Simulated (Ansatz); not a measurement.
We consider chalcopyrite CuGaSe₂, described by LDA (Ansatz, a quantum-chemistry and plane-wave program, plane waves, PAW).

Numerical settings: plane-wave cutoff 520 eV, 8×8×8 k mesh, Fermi–Dirac smearing 0.01 eV, no spin polarisation, scalar-relativistic PAW data made under PBE.

Computed points:

| V (Å³/atom) | E − E_lowest (meV/atom) | P (GPa) |
|---|---|---|
| 19.954 | 8.74 | 3.50 |
| 20.369 | 2.10 | 1.65 |
| 20.785 | 0.00 | 0.00 |
| 21.201 | 1.95 | -1.47 |
| 21.616 | 7.50 | -2.78 |

### Question
Estimate the bulk modulus from the pressures at 20.369 and 21.201 Å³/atom, and compare it with a fit to all energies.

### Answer
B = −V dP/dV. Between V = 20.369 and 21.201 Å³/atom, dP/dV = (-1.47 − (1.65))/(21.201 − 20.369) = -3.75 GPa per Å³/atom; at the midpoint 20.785 Å³/atom this gives B ≈ 77.9 GPa. The third-order Birch–Murnaghan fit gives V0 = 20.784 Å³/atom, B0 = 77.9 GPa, B′ = 4.8, which lies within 1 % of that estimate.

Shape and atoms are relaxed at each volume.

Note: the bulk modulus comes from volumes at which shape and atoms were relaxed.

The computed numbers hold no vibrational or temperature effects.

The result took roughly 40 core-minutes.
